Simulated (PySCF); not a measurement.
# CP: the cost of one run

Program: PySCF 2.14.0. Level of theory: each script names its method and basis. These are calculated values, not measurements.

1 further run of the same task is left out (it didn't finish).

## (1) The system as given

PC⁻: 2 atoms, charge -1, spin multiplicity 1.

Bond lengths: P1–C2 1.688 Å.

## (2) The base run

input.py reads:

```python
from pyscf import gto, dft

mol = gto.M(
    atom='P 0 0 0; C 0 0 1.688',
    basis='6-311g**',
    charge=-1,
    spin=0,
    verbose=4,
)
mf = dft.RKS(mol, xc='pbesol')
mf.kernel()
mf.stability(internal=True, external=True)
mf.dip_moment()
print('orbital energies (hartree):', mf.mo_energy[..., max(0, mol.nelec[1]-3):mol.nelec[0]+3].round(4))
```

The run is started by

```console
$ OMP_NUM_THREADS=1 python input.py
```

What time and memory should one allow on 1 thread of Arm Neoverse V1, shared host?

About 8.4 s, with a peak of 0.22 GiB.
